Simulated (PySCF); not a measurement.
pyrrole (C4H5N), SMILES c1cc[nH]c1.

Geometry optimised at B3LYP-D3(BJ)/def2-SVP.

Method: B3LYP-D3(BJ)/def2-SVP run with PySCF.

No scaling factor is applied to the harmonic values.

```tsv
mode	ν (cm⁻¹)	IR (km/mol)	moving atoms (share of kinetic energy)
1	518	71.9	H 67 %, N 30 %
2	632	0.0	C 72 %, H 28 %
3	646	0.4	C 43 %, H 41 %, N 16 %
4	699	0.0	H 75 %, C 25 %
5	731	114.6	H 83 %, C 15 %
6	850	1.3	H 79 %, C 21 %
7	877	1.0	C 84 %, H 12 %
8	897	0.1	C 44 %, N 34 %, H 21 %
9	901	0.0	H 74 %, C 26 %
10	1028	25.9	H 72 %, C 18 %, N 9 %
11	1059	24.9	H 75 %, C 22 %
12	1088	8.8	H 68 %, C 32 %
13	1154	2.9	H 80 %, N 11 %, C 9 %
14	1187	3.7	C 66 %, N 19 %, H 14 %
15	1303	2.3	H 72 %, C 28 %
16	1434	3.3	C 85 %, H 15 %
17	1470	4.5	N 42 %, C 34 %, H 24 %
18	1510	9.0	C 64 %, H 27 %, N 8 %
19	1584	3.2	C 72 %, H 24 %
20	3234	2.4	H 92 %, C 8 %
21	3245	2.6	H 91 %, C 9 %
22	3260	2.5	H 91 %, C 9 %
23	3265	0.1	H 90 %, C 10 %
24	3667	70.6	H 93 %
```
